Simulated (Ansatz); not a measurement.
Geometry optimisation, RKS PBE0-D4/def2-SVP (Ansatz 0.2.0).

The input (input.yaml):

```yaml
crystal:
  periodic: [false, false, false]
  atoms:
    - { symbol: Si, position_ang: [0.41482, -0.304845, -0.436831] }
    - { symbol: O, position_ang: [-0.646931, -0.263357, 2.242757] }
    - { symbol: H, position_ang: [-1.078448, -1.05238, 2.590409] }
    - { symbol: H, position_ang: [1.03099, -0.316981, -1.804103] }
    - { symbol: H, position_ang: [0.512147, 1.092942, 0.067191] }
    - { symbol: H, position_ang: [-1.01023, -0.717775, -0.579772] }
    - { symbol: P, position_ang: [1.548815, -1.680951, 0.869853] }
    - { symbol: H, position_ang: [0.605463, -2.74788, 0.779658] }
    - { symbol: H, position_ang: [2.404091, -2.233372, -0.130145] }
    - { symbol: H, position_ang: [0.240783, -0.286901, 2.664083] }
basis:
  gaussian: { orbitals: def2-SVP }
hamiltonian:
  xc: pbe0
  dispersion: d4
relax:
  f_tol: 0.03
  max_steps: 50
```

Command:

```bash
$ ansatz run input.yaml --threads 2 --pin off --max-ram 3072MiB --backend cpu --events-out ev --progress --plain --runs-dir out
```

**Question.** Where does it end, and by what steps?

**Answer.** It converged. After 5 steps the energy has fallen by 0.046 eV; H10 moved furthest, 0.14 Å.

| step | energy less start (eV) | largest force component (eV/Å) | accepted |
| --- | --- | --- | --- |
| 0 | 0.0000 | 0.758 | yes |
| 1 | -0.0355 | 0.440 | yes |
| 2 | -0.0359 | 0.647 | yes |
| 3 | -0.0448 | 0.061 | yes |
| 4 | -0.0455 | 0.032 | yes |
| 5 | -0.0461 | 0.014 | yes |

```xyz
10
Properties=species:S:1:pos:R:3
Si 0.417 -0.291 -0.482
O -0.680 -0.263 2.306
H -1.036 -1.102 2.619
H 1.023 -0.323 -1.852
H 0.540 1.102 0.031
H -1.015 -0.687 -0.599
P 1.560 -1.719 0.878
H 0.613 -2.778 0.735
H 2.426 -2.248 -0.126
H 0.173 -0.203 2.753
```

Time of the run: 13 s on 2 threads of Intel(R) Xeon(R) Platinum 8259CL CPU @ 2.50GHz (Skylake/Cascade Lake) (shared host), peak memory 0.18 GiB.
